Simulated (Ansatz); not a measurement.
in.yaml

```yaml
crystal:
  periodic: [false, false, false]
  atoms:
    - {symbol: O, position_ang: [0.000010, -0.253523, 0.967945]}
    - {symbol: B, position_ang: [-0.000021, -0.179739, -0.342663]}
    - {symbol: P, position_ang: [0.000006, -0.144524, -2.078829]}
    - {symbol: H, position_ang: [0.000006, 0.577785, 1.453547]}
basis:
  gaussian: {orbitals: cc-pVDZ}
magnetization: {spin_polarized: true, initial_magnetization: 3}
correlation: {method: mp2, electrons: outside_noble_gas}
output: {forces: true}
```

```sh
$ ansatz run in.yaml --threads 1 --pin off --events-out ev --progress --plain --max-ram 2393MiB
```

Problem. Roughly how long does this take on 1 thread of Arm Neoverse V1, shared host, and how much host memory?

Solution. 1.7 s wall and 0.1 GiB.

```
496 factors; integrals over basis functions are off by at most 1.2e-3 eV
mean field evaluation 1: about -11988.6770 eV, gradient 2.3e1 eV
mean field evaluation 2: about -11988.7527 eV, gradient 2.3e1 eV
mean field evaluation 4: about -11991.5448 eV, gradient 3.0e0 eV
mean field evaluation 8: about -11991.4413 eV, gradient 1.5e0 eV
mean field evaluation 16: about -11993.7783 eV, gradient 2.1e-3 eV
mean field evaluation 32: about -11993.1435 eV, gradient 1.1e-2 eV
mean field evaluation 64: about -11991.4678 eV, gradient 6.8e-1 eV
mean field evaluation 96: about -11992.6656 eV, gradient 2.8e0 eV
mean field -11993.77828686 eV, -440.7632223672 hartree, gradient 4.4e-6 eV, S^2 3.785081; 7 other end points of the search recorded, 0 dependent functions left out
7 core orbitals not correlated: weight in the atoms' cores, before any rotation towards them, 1.000 or more for the frozen orbitals, at most 0.000 for the correlated occupied ones
reference -11993.77828686 eV, -440.7632223672 hartree; 9, 6 occupied and 35, 38 virtual orbitals, 496 factors
second order -8.67138086 eV of doubles, -0.00000000 eV of singles
the calculation of the forces begins
Total energy: -12002.44966772 eV, -441.0818897361 hartree
Atom 0 at     0.000010    -0.253523     0.967945 Å, force    -0.000006    -0.750620     1.693844 eV/Å
Atom 1 at    -0.000021    -0.179739    -0.342663 Å, force    -0.000035    -0.103739     3.811002 eV/Å
Atom 2 at     0.000006    -0.144524    -2.078829 Å, force     0.000046     0.213792    -5.663334 eV/Å
Atom 3 at     0.000006     0.577785     1.453547 Å, force    -0.000005     0.640567     0.158487 eV/Å
Dipole moment:    -0.000006     0.300317     0.292594 e Å
```

Forces (eV/Å):
```
O    0.000 -0.751  1.694
B    0.000 -0.104  3.811
P    0.000  0.214 -5.663
H    0.000  0.641  0.158
```
